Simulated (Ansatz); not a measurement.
Computed against measured: dipole moment

6 molecules of light elements (H to F); the dipole moment in D, computed less measured. Shapes, held fixed at every level: PBE0-D4/def2-TZVP. No vibrational averaging. Dipoles are compared by magnitude; molecules under 1 D, whose direction can flip, are left out. Programs: Ansatz 0.2.0. Measured values: NIST CCCBDB.

Levels: A = r2SCAN-D4/def2-TZVPP; B = B3LYP/6-31G* (Cartesian functions); C = B3LYP-D4/def2-TZVPP.

| molecule | measured | A | B | C |
| --- | --- | --- | --- | --- |
| H2O (water) | 1.85 | +0.08 | +0.22 | +0.09 |
| C2F3N (cyanotrifluoromethane) | 1.33 | +0.16 | +0.15 | +0.07 |
| C2H3F (SMILES C=CF) | 1.43 | -0.17 | -0.23 | -0.09 |
| CH5N (methylamine) | 1.31 | -0.03 | +0.10 | -0.01 |
| C2H4F2 (1,1-difluoroethane) | 2.27 | -0.13 | -0.34 | -0.07 |
| C2H5N (SMILES C=NC) | 1.53 | -0.10 | -0.12 | -0.06 |

(1) Sum up the errors.

Results:

(1) 
```tsv
level	kind	mean error	mean absolute error	worst case
r2SCAN-D4/def2-TZVPP	meta-GGA	-0.032	0.112	C2H3F
B3LYP/6-31G* (Cartesian functions)	global hybrid	-0.037	0.193	C2H4F2
B3LYP-D4/def2-TZVPP	global hybrid	-0.012	0.065	H2O
```

On this set B3LYP-D4/def2-TZVPP has the smallest mean absolute error and B3LYP/6-31G* (Cartesian functions) the largest. r2SCAN-D4/def2-TZVPP is too low in 4 of 6; B3LYP-D4/def2-TZVPP is too low in 4 of 6. The tabulated value of C2F3N is in doubt (older tables, estimates, or at odds with other calculations) and kept here. Over the 5 molecules whose values aren't doubted the mean absolute errors are A 0.102; B 0.202; C 0.064. The set is small.
